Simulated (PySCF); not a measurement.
Gas-phase reaction: 2 H2S + C4H8 (isobutene) ⇌ 2 (CH3)2S

Computed with PySCF and rigid-rotor harmonic-oscillator thermochemistry at 1 bar. † marks an energy on the PBE0/def2-TZVP geometry and frequencies. MP2 freezes the core. All species are closed-shell singlets. MP2 isn't extrapolated to the basis-set limit.

r2SCAN/def2-TZVP† gives ΔH°(298 K) = -31 kJ.

Q: What do MP2/def2-TZVPP†, PBE/def2-TZVP†, PBE0/def2-SVP† give?

A: MP2/def2-TZVPP†: -24 kJ; PBE/def2-TZVP†: -31 kJ; PBE0/def2-SVP†: -19 kJ. For scale, ΔH°(298 K) is -31 kJ at this level, -26 kJ at ωB97M-V/def2-TZVP†, and runs from -48 to 20 kJ over the 19 levels computed.
